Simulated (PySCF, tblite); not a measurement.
# CH₃O−: protonation

Wanted: protonation for CH₃O− (`C[O-]`).

Computed with tblite 0.8.0 and PySCF 2.14.0 and routines of our own; the level stands in each step. Atoms count from 0.

## Step 1: The starting structure

5 atoms, charge -1, multiplicity 1; geometry from: start built from the parent or by distance geometry.

## Step 2: Geometry optimisation with GFN2-xTB

The job: settings as JSON, then the geometry in Å.

```
{"job": {"kind": "relax", "xc": "GFN2-xTB", "basis": "xTB"}, "charge": -1, "multiplicity": 1}
C     -0.047200    -0.003900    -0.024900
O      1.308000    -0.149200    -0.123700
H     -0.322800    -0.176800     1.048600
H     -0.293500     1.066200    -0.324500
H     -0.627200    -0.730700    -0.609800
```

On the command line:

```sh
$ OMP_NUM_THREADS=1 python redox_run.py task.json out
```

The driver reads the jobs from task.json and runs them one after another.

Log:

```text
step      E/eV     max force
  0    -213.98559    3.123
  1    -214.11715    1.276
  2    -214.16880    1.031
  3    -214.18731    0.417
  4    -214.19399    0.247
  5    -214.19660    0.162
  6    -214.19802    0.121
  7    -214.19831    0.049
  8    -214.19844    0.034
  9    -214.19849    0.023
 10    -214.19852    0.015
 11    -214.19853    0.011
 12    -214.19853    0.003
```

It took 0.03 s on 1 thread of Arm Neoverse V1, shared host.

Step by step:

| step | energy from step 0 (eV) | largest force (eV/Å) |
| --- | --- | --- |
| 0 | 0.0000 | 3.1233 |
| 1 | -0.1316 | 1.2763 |
| 2 | -0.1832 | 1.0312 |
| 3 | -0.2017 | 0.4167 |
| 4 | -0.2084 | 0.2472 |
| 5 | -0.2110 | 0.1621 |
| 6 | -0.2124 | 0.1215 |
| 7 | -0.2127 | 0.0494 |
| 8 | -0.2129 | 0.0343 |
| 9 | -0.2129 | 0.0226 |
| 10 | -0.2129 | 0.0145 |
| 11 | -0.2129 | 0.0107 |
| 12 | -0.2129 | 0.0030 |

Close pairs (by a distance rule), those that changed most:

| bond | before (Å) | after (Å) | change (Å) |
| --- | --- | --- | --- |
| C0–O1 | 1.367 | 1.294 | -0.073 |
| C0–H4 | 1.099 | 1.157 | +0.058 |
| C0–H2 | 1.122 | 1.157 | +0.035 |
| C0–H3 | 1.138 | 1.157 | +0.019 |

The end geometry stands in the next job.

## Step 3: Infrared spectrum with GFN2-xTB

The job: settings as JSON, then the geometry in Å.

```
{"job": {"kind": "ir", "xc": "GFN2-xTB", "basis": "xTB"}, "charge": -1, "multiplicity": 1}
C      0.045796    -0.004594    -0.011387
O      1.320164    -0.178967    -0.149113
H     -0.367327    -0.139850     1.060577
H     -0.353189     1.041074    -0.303674
H     -0.628200    -0.711958    -0.630773
```

Log:

```text
mode    cm-1     km/mol
  1    1181.7     66.94
  2    1181.8     67.03
  3    1208.8    552.26
  4    1487.0    167.35
  5    1487.2    167.25
  6    1506.7    255.13
  7    2067.5    635.60
  8    2068.1    635.74
  9    2368.0    496.36
ZPE 87.069  H(298)-E 97.164  G(298)-E 31.442 kJ/mol  S 220.43 J/(mol K)
```

Run time: 0.07 s. Hardware: 1 thread of Arm Neoverse V1, shared host.

Which atoms move in the most intense modes:

| cm⁻¹ | km/mol | atoms |
| --- | --- | --- |
| 1182 | 67.0 | H4 33 %, H2 27 %, C0 25 % |
| 1209 | 552.3 | C0 54 %, O1 44 % |
| 1487 | 167.3 | H2 38 %, H3 35 %, H4 21 % |
| 1487 | 167.2 | H4 42 %, H3 28 %, H2 24 % |
| 1507 | 255.1 | H3 30 %, H2 30 %, H4 30 % |
| 2068 | 635.6 | H4 58 %, H3 20 %, H2 18 % |
| 2068 | 635.7 | H2 46 %, H3 44 % |
| 2368 | 496.4 | H3 33 %, H2 33 %, H4 33 % |

## Step 4: Relaxing the molecule at PBE0-D3(BJ)/ma-def2-SVP

The job: settings as JSON, then the geometry in Å.

```
{"job": {"xc": "PBE0", "basis": "ma-def2-SVP", "d3": "d3bj", "grid": 1, "kind": "geom"}, "charge": -1, "multiplicity": 1}
C      0.045796    -0.004594    -0.011387
O      1.320164    -0.178967    -0.149113
H     -0.367327    -0.139850     1.060577
H     -0.353189     1.041074    -0.303674
H     -0.628200    -0.711958    -0.630773
```

Log:

```text
step   0  E = -114.89000480  max force = 0.024536
step   1  E = -114.89072956  max force = 0.005050
step   2  E = -114.89076284  max force = 0.000632
step   3  E = -114.89076353  max force = 0.000034
optimisation converged
```

Run time: 2 s. Hardware: 1 thread of Arm Neoverse V1, shared host.

Relaxation path:

| step | energy from step 0 (eV) | largest force component (eV/Å) |
| --- | --- | --- |
| 0 | 0.0000 | 1.2617 |
| 1 | -0.0197 | 0.2597 |
| 2 | -0.0206 | 0.0325 |
| 3 | -0.0206 | 0.0017 |

Close pairs (by a distance rule), those that changed most:

| bond | before (Å) | after (Å) | change (Å) |
| --- | --- | --- | --- |
| C0–O1 | 1.294 | 1.320 | +0.027 |
| C0–H4 | 1.157 | 1.149 | -0.008 |
| C0–H2 | 1.157 | 1.149 | -0.008 |
| C0–H3 | 1.157 | 1.149 | -0.008 |

The next job starts from the end point, and lists it.

| at the end point | value |
| --- | --- |
| point group (found at 0.08 Å tolerance) | C3v |
| rotational constants (GHz, main isotopes) | 157.6, 28.210, 28.210 |

## Step 5: Harmonic vibrations (CH3O−): PBE0-D3(BJ)/ma-def2-SVP

The job: settings as JSON, then the geometry in Å.

```
{"job": {"xc": "PBE0", "basis": "ma-def2-SVP", "d3": "d3bj", "grid": 2, "kind": "hessian"}, "charge": -1, "multiplicity": 1}
C      0.044412    -0.004063    -0.011430
O      1.345131    -0.178776    -0.155905
H     -0.299877     0.463597     0.980098
H     -0.467064     0.676528    -0.783149
H     -0.605627    -0.950135    -0.064034
```

Log:

```text
coarse grid: 4032 points
cycle   1  E = -114.6840624042  dE =  1.053e-01  |g| = 8.832e-01  |ddm| = 1.992e+00
cycle   2  E = -110.4595300449  dE =  4.225e+00  |g| = 2.850e+00  |ddm| = 1.476e+01
cycle   3  E = -114.8322868504  dE = -4.373e+00  |g| = 3.623e-01  |ddm| = 1.472e+01
cycle   4  E = -114.8686798044  dE = -3.639e-02  |g| = 5.186e-02  |ddm| = 5.990e-01
cycle   5  E = -114.8693143564  dE = -6.346e-04  |g| = 1.816e-02  |ddm| = 1.148e-01
cycle   6  E = -114.8693896612  dE = -7.530e-05  |g| = 7.020e-03  |ddm| = 2.167e-02
cycle   7  E = -114.8693995448  dE = -9.884e-06  |g| = 1.497e-03  |ddm| = 5.635e-03
final grid: 38536 points
cycle   8  E = -114.8907563370  dE =  3.147e-06  |g| = 8.853e-03  |ddm| = 1.379e-02
cycle   9  E = -114.8907198387  dE =  3.650e-05  |g| = 1.631e-02  |ddm| = 2.229e-02
cycle  10  E = -114.8907708979  dE = -5.106e-05  |g| = 6.584e-04  |ddm| = 1.574e-02
cycle  11  E = -114.8907710121  dE = -1.142e-07  |g| = 7.907e-05  |ddm| = 7.336e-04
cycle  12  E = -114.8907710137  dE = -1.561e-09  |g| = 8.595e-06  |ddm| = 1.359e-04
cycle  13  E = -114.8907710137  dE = -2.836e-11  |g| = 8.160e-07  |ddm| = 3.571e-05
converged SCF energy = -114.8907710137

mode    cm-1
  1    1176.5
  2    1176.5
  3    1232.5
  4    1411.8
  5    1411.9
  6    1475.1
  7    2483.6
  8    2483.6
  9    2601.4
ZPE 92.430  H(298)-E 102.533  G(298)-E 36.746 kJ/mol  S 220.65 J/(mol K)
```

Run time: 7.8 s. Hardware: 1 thread of Arm Neoverse V1, shared host; peak memory 0.61 GiB.

Zero-point energy 92.43 kJ/mol (xTB gave 87.07).

## Step 6: Single point (CH₃O−): wB97X-D3(BJ)/ma-def2-TZVP

Geometry: PBE0-D3(BJ)/ma-def2-SVP.

The job: settings as JSON, then the geometry in Å.

```
{"job": {"kind": "sp", "xc": "wB97X", "basis": "ma-def2-TZVP", "d3": "d3bj", "grid": 2}, "charge": -1, "multiplicity": 1}
C      0.044412    -0.004063    -0.011430
O      1.345131    -0.178776    -0.155905
H     -0.299877     0.463597     0.980098
H     -0.467064     0.676528    -0.783149
H     -0.605627    -0.950135    -0.064034
```

Log:

```text
coarse grid: 4032 points
cycle   1  E = -114.9965698149  dE =  7.273e-02  |g| = 9.373e-01  |ddm| = 1.392e+00
cycle   2  E = -114.6964930708  dE =  3.001e-01  |g| = 1.569e+00  |ddm| = 2.811e+00
cycle   3  E = -115.1838582454  dE = -4.874e-01  |g| = 4.680e-02  |ddm| = 2.052e+00
cycle   4  E = -115.1846642012  dE = -8.060e-04  |g| = 1.587e-02  |ddm| = 1.052e-01
cycle   5  E = -115.1847476099  dE = -8.341e-05  |g| = 6.023e-03  |ddm| = 3.587e-02
cycle   6  E = -115.1847621712  dE = -1.456e-05  |g| = 1.655e-03  |ddm| = 1.335e-02
cycle   7  E = -115.1847650339  dE = -2.863e-06  |g| = 4.948e-04  |ddm| = 7.650e-03
final grid: 38536 points
cycle   8  E = -115.1840512904  dE = -1.361e-05  |g| = 4.334e-03  |ddm| = 1.478e-02
cycle   9  E = -115.1840495605  dE =  1.730e-06  |g| = 5.428e-03  |ddm| = 5.562e-03
cycle  10  E = -115.1840543321  dE = -4.772e-06  |g| = 2.501e-04  |ddm| = 3.398e-03
cycle  11  E = -115.1840543575  dE = -2.540e-08  |g| = 1.238e-04  |ddm| = 4.678e-04
cycle  12  E = -115.1840543647  dE = -7.177e-09  |g| = 3.207e-05  |ddm| = 2.208e-04
converged SCF energy = -115.1840543647
```

It took 0.92 s on 1 thread of Arm Neoverse V1, shared host.

## Step 7: Relaxing the molecule with GFN2-xTB

This step treats CH₄O, `CO`.

The job: settings as JSON, then the geometry in Å.

```
{"job": {"kind": "relax", "xc": "GFN2-xTB", "basis": "xTB"}, "charge": 0, "multiplicity": 1}
C      0.060700    -0.010200    -0.016700
O      1.334400    -0.170100    -0.178900
H     -0.282400     0.456000     0.983300
H     -0.469600     0.691100    -0.803800
H     -0.608900    -0.954000    -0.052700
H      2.289800    -0.426200    -0.245100
```

Log:

```text
step      E/eV     max force
  0    -221.91638    4.873
  1    -222.20060    5.143
  2    -222.43849    2.969
  3    -222.85437    3.664
  4    -223.03754    3.545
  5    -223.38510    2.476
  6    -223.55287    1.495
  7    -223.64995    1.742
  8    -223.69580    2.038
  9    -223.75732    0.906
 10    -223.79370    0.650
 11    -223.81459    0.430
 12    -223.81972    0.200
 13    -223.82240    0.140
 14    -223.82424    0.168
 15    -223.82582    0.162
 16    -223.82733    0.122
 17    -223.82896    0.145
 18    -223.83067    0.163
 19    -223.83288    0.184
 20    -223.83599    0.256
 21    -223.83951    0.260
 22    -223.84267    0.143
 23    -223.84361    0.133
 24    -223.84379    0.048
 25    -223.84393    0.034
 26    -223.84403    0.037
 27    -223.84407    0.014
 28    -223.84408    0.006
```

Wall time 0.12 s (1 thread of Arm Neoverse V1, shared host).

Relaxation path:

| step | energy from step 0 (eV) | largest force (eV/Å) |
| --- | --- | --- |
| 0 | 0.0000 | 4.8729 |
| 1 | -0.2842 | 5.1426 |
| 2 | -0.5221 | 2.9691 |
| 3 | -0.9380 | 3.6637 |
| 4 | -1.1212 | 3.5450 |
| 5 | -1.4687 | 2.4764 |
| 6 | -1.6365 | 1.4955 |
| 7 | -1.7336 | 1.7417 |
| 8 | -1.7794 | 2.0381 |
| 9 | -1.8409 | 0.9065 |
| 10 | -1.8773 | 0.6501 |
| 11 | -1.8982 | 0.4304 |
| 12 | -1.9033 | 0.2004 |
| 13 | -1.9060 | 0.1400 |
| 14 | -1.9079 | 0.1679 |
| 15 | -1.9094 | 0.1624 |
| 16 | -1.9109 | 0.1223 |
| 17 | -1.9126 | 0.1446 |
| 18 | -1.9143 | 0.1632 |
| 19 | -1.9165 | 0.1840 |
| 20 | -1.9196 | 0.2560 |
| 21 | -1.9231 | 0.2595 |
| 22 | -1.9263 | 0.1431 |
| 23 | -1.9272 | 0.1332 |
| 24 | -1.9274 | 0.0483 |
| 25 | -1.9275 | 0.0343 |
| 26 | -1.9276 | 0.0366 |
| 27 | -1.9277 | 0.0141 |
| 28 | -1.9277 | 0.0058 |

Close pairs (by a distance rule), those that changed most:

| bond | before (Å) | after (Å) | change (Å) |
| --- | --- | --- | --- |
| C0–O1 | 1.294 | 1.406 | +0.112 |
| C0–H3 | 1.180 | 1.088 | -0.092 |
| C0–H4 | 1.158 | 1.095 | -0.062 |
| C0–H2 | 1.155 | 1.095 | -0.060 |
| O1–H5 | 0.991 | 0.963 | -0.029 |

The end geometry stands in the next job.

## Step 8: Vibrational analysis with GFN2-xTB

The job: settings as JSON, then the geometry in Å.

```
{"job": {"kind": "ir", "xc": "GFN2-xTB", "basis": "xTB"}, "charge": 0, "multiplicity": 1}
C      0.033169     0.010519    -0.053238
O      1.372910     0.059840    -0.477975
H     -0.076819     0.359450     0.979259
H     -0.525525     0.673530    -0.711190
H     -0.381326    -1.000251    -0.134324
H      1.901577    -0.516481     0.083557
```

Log:

```text
mode    cm-1     km/mol
  1     372.6    152.30
  2    1030.6     86.54
  3    1091.2     25.61
  4    1140.4      2.84
  5    1314.4     68.01
  6    1416.6      3.38
  7    1485.4      4.70
  8    1489.5      1.41
  9    2919.3     68.18
 10    2938.5     54.63
 11    3033.8     17.69
 12    3559.6      7.85
ZPE 130.345  H(298)-E 141.428  G(298)-E 70.768 kJ/mol  S 237.00 J/(mol K)
```

Wall time 0.08 s (1 thread of Arm Neoverse V1, shared host).

The strongest bands and the atoms that carry them (share of the mass-weighted mode):

| cm⁻¹ | km/mol | atoms |
| --- | --- | --- |
| 373 | 152.3 | H5 74 % |
| 1031 | 86.5 | H3 36 %, H5 25 %, O1 13 %, C0 11 % |
| 1091 | 25.6 | C0 45 %, O1 33 %, H5 11 % |
| 1314 | 68.0 | H5 54 %, C0 13 %, H3 13 %, O1 11 % |
| 2919 | 68.2 | H4 47 %, H2 44 % |
| 2938 | 54.6 | H2 50 %, H4 46 % |
| 3034 | 17.7 | H3 93 % |
| 3560 | 7.8 | H5 94 % |

## Step 9: Relaxing the molecule at PBE0-D3(BJ)/ma-def2-SVP

This step treats CH₄O, `CO`.

The job, as its differences from that of step 8:

```diff
@@ -1,2 +1,2 @@
-{"job": {"kind": "ir", "xc": "GFN2-xTB", "basis": "xTB"}, "charge": 0, "multiplicity": 1}
+{"job": {"xc": "PBE0", "basis": "ma-def2-SVP", "d3": "d3bj", "grid": 1, "kind": "geom"}, "charge": 0, "multiplicity": 1}
 C      0.033169     0.010519    -0.053238
```

Log:

```text
step   0  E = -115.51035592  max force = 0.011704
step   1  E = -115.51066895  max force = 0.001792
step   2  E = -115.51067514  max force = 0.000145
optimisation converged
```

Wall time 1.6 s (1 thread of Arm Neoverse V1, shared host).

Along the way:

| step | energy from step 0 (eV) | largest force component (eV/Å) |
| --- | --- | --- |
| 0 | 0.0000 | 0.6018 |
| 1 | -0.0085 | 0.0921 |
| 2 | -0.0087 | 0.0075 |

Close pairs (by a distance rule), those that changed most:

| bond | before (Å) | after (Å) | change (Å) |
| --- | --- | --- | --- |
| C0–H3 | 1.088 | 1.099 | +0.011 |
| C0–H2 | 1.095 | 1.106 | +0.011 |
| C0–H4 | 1.095 | 1.106 | +0.011 |
| C0–O1 | 1.406 | 1.402 | -0.004 |
| O1–H5 | 0.963 | 0.961 | -0.002 |

The final coordinates are the input of the step that follows.

| at the end point | value |
| --- | --- |
| point group (found at 0.08 Å tolerance) | Cs |
| rotational constants (GHz, main isotopes) | 127.5, 25.137, 24.267 |
| dipole moment (D) | 1.87 |

## Step 10: Harmonic vibrations (CH₄O): PBE0-D3(BJ)/ma-def2-SVP

The job: settings as JSON, then the geometry in Å.

```
{"job": {"xc": "PBE0", "basis": "ma-def2-SVP", "d3": "d3bj", "grid": 2, "kind": "hessian"}, "charge": 0, "multiplicity": 1}
C      0.046669     0.018557    -0.056212
O      1.383237     0.024634    -0.480338
H     -0.074082     0.388878     0.979130
H     -0.513340     0.692173    -0.720402
H     -0.416519    -0.983672    -0.124342
H      1.900119    -0.552613     0.087935
```

Log:

```text
coarse grid: 4656 points
cycle   1  E = -115.4355810684  dE =  5.027e-02  |g| = 5.265e-01  |ddm| = 2.116e+00
cycle   2  E = -115.3721115879  dE =  6.347e-02  |g| = 7.865e-01  |ddm| = 1.028e+00
cycle   3  E = -115.4893472522  dE = -1.172e-01  |g| = 4.006e-02  |ddm| = 6.077e-01
cycle   4  E = -115.4896315292  dE = -2.843e-04  |g| = 1.187e-02  |ddm| = 3.426e-02
cycle   5  E = -115.4896622399  dE = -3.071e-05  |g| = 4.338e-03  |ddm| = 1.322e-02
cycle   6  E = -115.4896666471  dE = -4.407e-06  |g| = 2.292e-04  |ddm| = 3.408e-03
final grid: 43904 points
cycle   7  E = -115.5106617405  dE = -9.160e-06  |g| = 6.155e-03  |ddm| = 1.341e-02
cycle   8  E = -115.5106564688  dE =  5.272e-06  |g| = 8.150e-03  |ddm| = 9.584e-03
cycle   9  E = -115.5106696577  dE = -1.319e-05  |g| = 7.014e-04  |ddm| = 5.501e-03
cycle  10  E = -115.5106697647  dE = -1.070e-07  |g| = 5.250e-05  |ddm| = 5.804e-04
cycle  11  E = -115.5106697653  dE = -5.747e-10  |g| = 7.788e-06  |ddm| = 4.962e-05
cycle  12  E = -115.5106697653  dE = -1.319e-11  |g| = 8.084e-07  |ddm| = 1.104e-05
converged SCF energy = -115.5106697653

mode    cm-1
  1     321.4
  2    1061.8
  3    1126.6
  4    1175.6
  5    1344.2
  6    1467.6
  7    1471.1
  8    1487.5
  9    3009.3
 10    3080.4
 11    3156.7
 12    3911.5
ZPE 135.260  H(298)-E 146.462  G(298)-E 75.534 kJ/mol  S 237.89 J/(mol K)
```

Wall time 11 s (1 thread of Arm Neoverse V1, shared host); peak memory 0.72 GiB.

Zero-point energy 135.26 kJ/mol (xTB gave 130.34).

## Step 11: Single point (CH4O): wB97X-D3(BJ)/ma-def2-TZVP

Geometry: PBE0-D3(BJ)/ma-def2-SVP.

The job: settings as JSON, then the geometry in Å.

```
{"job": {"kind": "sp", "xc": "wB97X", "basis": "ma-def2-TZVP", "d3": "d3bj", "grid": 2}, "charge": 0, "multiplicity": 1}
C      0.046669     0.018557    -0.056212
O      1.383237     0.024634    -0.480338
H     -0.074082     0.388878     0.979130
H     -0.513340     0.692173    -0.720402
H     -0.416519    -0.983672    -0.124342
H      1.900119    -0.552613     0.087935
```

Log:

```text
coarse grid: 4656 points
cycle   1  E = -115.7525899405  dE =  5.853e-02  |g| = 5.582e-01  |ddm| = 1.451e+00
cycle   2  E = -115.7520610141  dE =  5.289e-04  |g| = 5.983e-01  |ddm| = 5.687e-01
cycle   3  E = -115.8095192827  dE = -5.746e-02  |g| = 2.953e-02  |ddm| = 2.637e-01
cycle   4  E = -115.8096880263  dE = -1.687e-04  |g| = 6.689e-03  |ddm| = 2.379e-02
cycle   5  E = -115.8097008288  dE = -1.280e-05  |g| = 1.570e-03  |ddm| = 9.329e-03
cycle   6  E = -115.8097014914  dE = -6.626e-07  |g| = 5.735e-04  |ddm| = 2.460e-03
final grid: 43904 points
cycle   7  E = -115.8080564041  dE = -2.157e-05  |g| = 3.319e-03  |ddm| = 1.464e-02
cycle   8  E = -115.8080565481  dE = -1.440e-07  |g| = 3.217e-03  |ddm| = 2.781e-03
cycle   9  E = -115.8080581634  dE = -1.615e-06  |g| = 2.547e-04  |ddm| = 1.348e-03
cycle  10  E = -115.8080581762  dE = -1.280e-08  |g| = 1.107e-04  |ddm| = 2.370e-04
cycle  11  E = -115.8080581792  dE = -2.992e-09  |g| = 1.716e-05  |ddm| = 7.191e-05
converged SCF energy = -115.8080581792
```

Wall time 1 s (1 thread of Arm Neoverse V1, shared host).

## Step 12: Protonation: wB97X-D3(BJ)/ma-def2-TZVP

This step combines the energies above: geometries from PBE0-D3(BJ)/ma-def2-SVP, zero-point and thermal terms from PBE0-D3(BJ)/ma-def2-SVP.

The job: settings as JSON, then the geometry in Å.

```
{"job": {"kind": "pa", "geom": {"xc": "PBE0", "basis": "ma-def2-SVP", "d3": "d3bj", "grid": 1}, "hess": 1, "level": {"xc": "wB97X", "basis": "ma-def2-TZVP", "d3": "d3bj"}}, "charge": -1, "multiplicity": 1}
C      0.044412    -0.004063    -0.011430
O      1.345131    -0.178776    -0.155905
H     -0.299877     0.463597     0.980098
H     -0.467064     0.676528    -0.783149
H     -0.605627    -0.950135    -0.064034
```

Output (the driver's rows laid out field by field):

```text
protonation site by site, wB97X-D3(BJ)/ma-def2-TZVP // PBE0-D3(BJ)/ma-def2-SVP

row 1
  formula                 CH4O
  charge                  0
  multiplicity            1
  smiles                  CO
  kept                    yes
  pieces                  1
  point_group             Cs
  atom                    1
  element                 O
  electronic              1638.32
  enthalpy                1600.59
  free_energy             1573.25
  share_gas               1.0
```

It took 25 s on 1 thread of Arm Neoverse V1, shared host.

Energy given off on adding a proton (kJ/mol, gas phase, 298 K for the thermal columns):

| site | product | electronic | enthalpy | free energy |
| --- | --- | --- | --- | --- |
| O1 | CO | 1638.3 | 1600.6 | 1573.2 |

## Step 13: Single point (CH3O−): wavefunction

Geometry: PBE0-D3(BJ)/ma-def2-SVP.

The job: settings as JSON, then the geometry in Å.

```
{"job": {"kind": "sp", "xc": "CCSD(T)", "basis": "ma-def2-TZVP", "grid": 2}, "charge": -1, "multiplicity": 1}
C      0.044412    -0.004063    -0.011430
O      1.345131    -0.178776    -0.155905
H     -0.299877     0.463597     0.980098
H     -0.467064     0.676528    -0.783149
H     -0.605627    -0.950135    -0.064034
```

Level: wavefunction single point, frozen core, gas phase.

Log:

```text
final grid: 38536 points
cycle   1  E = -114.3308716232  dE =  1.292e-02  |g| = 7.627e-01  |ddm| = 1.372e+00
cycle   2  E = -114.3731818309  dE = -4.231e-02  |g| = 6.775e-01  |ddm| = 1.230e+00
cycle   3  E = -114.4563199563  dE = -8.314e-02  |g| = 3.655e-02  |ddm| = 5.509e-01
cycle   4  E = -114.4568519758  dE = -5.320e-04  |g| = 9.796e-03  |ddm| = 6.055e-02
cycle   5  E = -114.4568860007  dE = -3.402e-05  |g| = 3.523e-03  |ddm| = 1.573e-02
cycle   6  E = -114.4568901837  dE = -4.183e-06  |g| = 9.853e-04  |ddm| = 4.528e-03
cycle   7  E = -114.4568907040  dE = -5.203e-07  |g| = 1.962e-04  |ddm| = 2.202e-03
cycle   8  E = -114.4568907329  dE = -2.894e-08  |g| = 4.040e-05  |ddm| = 5.709e-04
cycle   9  E = -114.4568907342  dE = -1.274e-09  |g| = 8.822e-06  |ddm| = 1.284e-04
converged SCF energy = -114.4568907342
E(HF, exact integrals) = -114.4569331402
E(MP2) = -114.8905565436
E(CCSD) = -114.9029324998
E(CCSD(T)) = -114.9200974038
T1 diagnostic = 0.0157
```

Wall time 14 s (1 thread of Arm Neoverse V1, shared host); peak memory 0.52 GiB.

## Step 14: Single point (CH₄O): wavefunction

Geometry: PBE0-D3(BJ)/ma-def2-SVP.

The job: settings as JSON, then the geometry in Å.

```
{"job": {"kind": "sp", "xc": "CCSD(T)", "basis": "ma-def2-TZVP", "grid": 2}, "charge": 0, "multiplicity": 1}
C      0.046669     0.018557    -0.056212
O      1.383237     0.024634    -0.480338
H     -0.074082     0.388878     0.979130
H     -0.513340     0.692173    -0.720402
H     -0.416519    -0.983672    -0.124342
H      1.900119    -0.552613     0.087935
```

Level: wavefunction single point, frozen core, gas phase.

Log:

```text
final grid: 43904 points
cycle   1  E = -115.0456278088  dE =  5.969e-02  |g| = 4.725e-01  |ddm| = 1.420e+00
cycle   2  E = -115.0803144374  dE = -3.469e-02  |g| = 2.697e-01  |ddm| = 3.604e-01
cycle   3  E = -115.0922392395  dE = -1.192e-02  |g| = 3.977e-02  |ddm| = 1.243e-01
cycle   4  E = -115.0926424136  dE = -4.032e-04  |g| = 8.780e-03  |ddm| = 3.139e-02
cycle   5  E = -115.0926674762  dE = -2.506e-05  |g| = 2.155e-03  |ddm| = 8.818e-03
cycle   6  E = -115.0926692778  dE = -1.802e-06  |g| = 6.203e-04  |ddm| = 2.717e-03
cycle   7  E = -115.0926694658  dE = -1.880e-07  |g| = 1.465e-04  |ddm| = 9.724e-04
cycle   8  E = -115.0926694796  dE = -1.384e-08  |g| = 2.541e-05  |ddm| = 2.520e-04
cycle   9  E = -115.0926694800  dE = -4.070e-10  |g| = 4.858e-06  |ddm| = 3.970e-05
converged SCF energy = -115.0926694800
E(HF, exact integrals) = -115.0926932206
E(MP2) = -115.5089364613
E(CCSD) = -115.5292384998
E(CCSD(T)) = -115.5432521143
T1 diagnostic = 0.0095
```

Run time: 17 s. Hardware: 1 thread of Arm Neoverse V1, shared host; peak memory 0.65 GiB.

(Part 1 of 2 ends here.)
